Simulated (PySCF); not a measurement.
# A search over the determinants of MgCl

Unrestricted PBE0; Mg def2-SVP, Cl def2-SVP; no relativity (PySCF 2.14). Outer shells of the fragments: Mg 3s2; Cl 3s2 3p5.

Followed along the bond (rough minima from three points):

```json
{"2Ms+1": "2", "unpaired": "σ ↑", "⟨S²⟩ at the start": "0.75", "R at minimum (Å)": "2.23", "Te (eV)": "0.00"}
{"2Ms+1": "4", "unpaired": "σ ↑, π ↑↑", "⟨S²⟩ at the start": "3.75", "R at minimum (Å)": "none in the scan", "Te (eV)": "≤ 5.79"}
```

Solutions found at the starting distance of 2.325 Å, counted from the lowest of them; the search is not exhaustive and high or unbound solutions are not listed, so other states can lie among these:

| 2Ms+1 | unpaired | term | E (eV) | ⟨S²⟩ | ⟨Lz²⟩ | μ (D) |
| --- | --- | --- | --- | --- | --- | --- |
| 2 | σ ↑ | ²Σ⁺ | 0.00 | 0.75 | 0.00 | -3.62 |
| 2 | π ↑ | ²Π | 3.13 | 0.76 | 1.00 | -4.53 |
| 2 | π ↑ | ²Π | 4.33 | 0.75 | 1.01 | 3.86 |
| 4 | σ ↑, π ↑↑ | mixed | 6.01 | 3.75 | 2.01 | 2.84 |
| 4 | σ ↑, π ↑↑ | mixed | 6.15 | 3.75 | 2.01 | 3.01 |
| 4 | σ ↑↑, π ↑ | ⁴Π | 6.99 | 3.75 | 1.00 | 2.73 |
| 4 | σ ↑↑, π ↑ | ⁴Π | 7.39 | 3.75 | 1.01 | 2.27 |

A term symbol is given only where ⟨S²⟩ and ⟨Lz²⟩ are close to those of a pure state; real π, δ and φ orbitals otherwise mix terms. A positive dipole means Mg(−)Cl(+).

Counting both spins, an empty level lies below a filled one in some of these solutions, because spin and occupation are held.
